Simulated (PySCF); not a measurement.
## S₃⁻ at several levels of theory

All levels use the PBE0 minimum (doublet; S–S 2.011 Å (×2); S–S–S 114.9°), basis [S def2-SVPD], no relativity, density fitting, no spin–orbit coupling, PySCF. For vertical energies the ionised species is a singlet (spins chosen at PBE0 and kept). Open shells are unrestricted, also as the reference of the correlated levels. Dipoles are about the centre of mass. A dash marks a value that was not computed or is not defined at that level.

```xyz
3
charge -1 multiplicity 2, angstrom
S     0.0000    0.0000   -0.7212
S     1.6948    0.0000    0.3606
S    -1.6948    0.0000    0.3606
```

| level | vertical detachment energy (eV) | −ε(HOMO) (eV) | dipole (D) |
| --- | --- | --- | --- |
| PBE0 | 2.92 | 0.93 | 1.04 |
| HF | 3.04 | 3.45 | 1.26 |
| MP2 | 2.29 | – | – |
| PBE | 2.58 | -0.24 | 1.02 |
| CCSD(T) | 2.36 | – | – |
| r2SCAN | 2.78 | 0.01 | 1.02 |
| B3LYP | 2.83 | 0.68 | 1.07 |
| TPSSh | 2.80 | 0.34 | 1.03 |
| LDA | 2.65 | -0.20 | 1.01 |
| BP86 | 2.66 | -0.16 | 1.02 |

For S₃⁻ itself CCSD(T) correlates 19 electrons; T1 = 0.024, D1 = 0.079, (T) = -58 kJ/mol.

Which levels differ least and most from CCSD(T) in the vertical detachment energy?

Least: MP2 (-0.07 eV); most: HF (+0.68 eV).

The highest occupied level lies above zero at PBE, LDA, BP86, a mark of self-interaction error.

The lowest empty level of this anion is unbound, so it and the gap depend on the basis.
